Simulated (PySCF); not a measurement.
# BH5F(-): borohydride and hydrogen fluoride

A complex built from borohydride and hydrogen fluoride; charge -1, singlet.

```tsv
part	name	SMILES	atoms	charge	multiplicity
1	borohydride	[BH4-]	1–5	-1	1
2	hydrogen fluoride	F	6–7	0	1
```

Coordinates in Å:
```
B1      0.066    0.172    0.042
H2     -0.677    1.059    0.459
H3      0.881    0.642   -0.750
H4     -0.571   -0.732   -0.497
H5      0.640   -0.322    1.031
F6      2.999   -0.090    0.847
H7      2.045   -0.062    0.692
```

In these coordinates H5···H7 is 1.468 Å. Part 2 is then moved rigidly along that line, all else held; at short range other atoms may come into contact.

The starting structure comes from a short search with a few starts; no frequency run checks that it is a minimum, and another way of binding may lie lower.

Computed with PySCF: CCSD(T)/aug-cc-pVDZ and MP2/aug-cc-pVTZ, aug-cc-pVQZ counterpoise interaction energy, frozen core, gas phase. Geometry: PBE0-D3(BJ)/def2-TZVPD.

Counterpoise energies in kcal/mol, cluster less the parts frozen as they stand in it; small is aug-cc-pVDZ, large aug-cc-pVQZ. Estimated limit: HF in aug-cc-pVQZ, MP2 correlation extrapolated as X⁻³ from aug-cc-pVTZ and aug-cc-pVQZ, and CCSD(T) less MP2 in aug-cc-pVDZ; it isn't the exact limit.

Question: How do the values run over the points 1.321, 1.395, 1.468, 1.541, 1.615, 1.835, 2.202, 2.936?

Answer: 
```tsv
H5···H7 (Å)	HF large	MP2 large	SCS-MP2 large	CCSD(T) small	CCSD(T) limit est.
1.321	-16.11	-19.94	-18.75	-18.24	-19.84
1.395	-17.17	-20.57	-19.47	-19.04	-20.49
1.468	-17.83	-20.83	-19.83	-19.46	-20.78
1.541	-18.19	-20.83	-19.92	-19.58	-20.80
1.615	-18.31	-20.64	-19.81	-19.49	-20.62
1.835	-17.77	-19.31	-18.69	-18.41	-19.31
2.202	-15.52	-16.22	-15.83	-15.63	-16.23
2.936	-10.82	-10.82	-10.66	-10.59	-10.79
```

The 8 runs took 10 min in all, one thread each of Arm Neoverse N1 on a shared host, launched as `OMP_NUM_THREADS=1 python cluster_run.py task.json out`.
